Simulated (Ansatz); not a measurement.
# C₃H₃NS: state-averaged CASSCF

Computed with Ansatz's Gaussian-basis code (development build). State-averaged CASSCF with equal weights; occupations are averaged over the states; levels count from the state that is lowest in CASSCF. CASSCF levels without dynamic correlation can be off by over 1 eV. No symmetry is imposed, so a solution can break that of the shape. Lower solutions, or ones in other orbitals, may exist.

Geometry:

```
atom    x (Å)    y (Å)    z (Å)
   S   0.0047   0.0511   1.1664
   N   0.0186   1.2704   0.0026
   C  -0.0076  -1.2370   0.0482
   C   0.0015   0.6804  -1.1900
   C   0.0078  -0.7165  -1.2659
   H   0.0098  -2.2857   0.3378
   H   0.0155   1.3604  -2.0552
   H  -0.0129  -1.3029  -2.1646
```

Basis cc-pV(T+d)Z on S, cc-pVTZ on N/C/H, nonrelativistic, 9 orbitals frozen in the corrections; active space CAS(6,5). Averaged: 1 singlet, 1 triplet.

Task: Give the levels in order, with their spins.

Result: 

```
  state  CASSCF (eV)
singlet        0.000
triplet        3.544
```

Occupations: 2.00, 1.91, 1.46, 0.54, 0.09.
